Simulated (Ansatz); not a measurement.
`CCCO` → `[CH2]` (triplet) + ethanol at 600 K and 1 bar (formal loss of a carbene).

Program: Ansatz. Geometries: PBE0-D4/def2-TZVP. ΔE: electronic, gas phase. CCSD(T)/CBS adds triple-zeta CCSD(T) − MP2 to the extrapolated MP2 energy (def2 sets, frozen cores). This one scheme is used for every species. Triplets are unrestricted, without spin–orbit coupling. One conformer a species, not always the lowest.

```tsv
species	CCSD(T)/CBS energy (Eh)	H − E (kJ/mol)	S (J/(mol·K))
`CCCO`	-194.14342	338.1	381.5
`[CH2]` (triplet)	-39.09499	66.5	220.8
`CCO`	-154.88256	250.6	328.9
```

H − E and S are ideal-gas, rigid-rotor, harmonic terms from PBE0-D4/def2-TZVP, for one conformer and one mirror image of each species, with the whole ground term of open shells counted as degenerate. 1 Eh = 2625.50 kJ/mol, R = 8.31446 J/(mol·K).

By hand: ΔE, ΔH, ΔS and ΔG.

ΔE = (-39.09499) + (-154.88256) − (-194.14342) = 0.16587 Eh = 435.5 kJ/mol. Δ(H − E) = 66.5 + 250.6 − 338.1 = -21.0, so ΔH = 414.5 kJ/mol. ΔS = 220.8 + 328.9 − 381.5 = 168.2 J/(mol·K). ΔG = 414.5 − 600 × (168.2)/1000 = 313.6 kJ/mol.

By hand: the equilibrium constant, and the temperature at which ΔG would vanish if ΔH and ΔS stayed fixed.

log₁₀ K = −ΔG/(RT ln 10) = -27.3. ΔG = 0 at ΔH/ΔS = 2464 K.

The number of gas molecules changes by +1, which sets the sign of ΔS. A doubt of 5 kJ/mol in ΔE shifts log₁₀ K by 0.4 here. Other conformers and mirror images would add mixing entropy, several J/(mol·K) or more a flexible species. A triplet takes part, so the spin changes. These are equilibria of isolated gas molecules and say nothing of rates. Largest T1 diagnostic: 0.011 (customary marks: 0.02 for closed shells, 0.045 for open ones).
